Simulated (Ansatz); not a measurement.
**Relaxing rhodium (fcc)**

These are results of Ansatz 0.2.0, DFT, PBEsol, plane waves (420 eV) with PAW, scalar-relativistic, not measurements. The PAW files were generated under PBE, with cores re-solved for the functional.

k-point mesh 14×14×14, Fermi-Dirac smearing 0.05 eV, starting moments 1.00 μB. Cell and atoms relax.

Starting structure:

```
CELL_PARAMETERS angstrom
0.00000 1.90155 1.90155
1.90155 0.00000 1.90155
1.90155 1.90155 0.00000
ATOMIC_POSITIONS crystal
Rh 0.00000 0.00000 0.00000
```

Problem. What cell does the relaxation end in?

Solution. Fm-3m with a = 3.780 Å; 13.51 Å³ per atom against 13.75 at the start (-1.8 %).

Problem. How much energy does the relaxation gain?

Solution. 4.0 meV per atom.

Path of the relaxation (the plane waves are chosen anew near the end, which can shift the energy a little):

| step | E − E(final) (meV/atom) | V (Å³/atom) | P (GPa) | max force (eV/Å) |
| --- | --- | --- | --- | --- |
| 0 | 4.00 | 13.752 | -5.09 | 0.000 |
| 1 | 2.77 | 13.298 | 4.74 | 0.000 |
| 2 | -0.12 | 13.513 | -0.17 | 0.000 |
| 3 | -0.13 | 13.505 | -0.01 | 0.000 |
| 4 | 0.00 | 13.505 | 0.00 | 0.000 |

Problem. Which magnetic state does it end in?

Solution. non-magnetic.
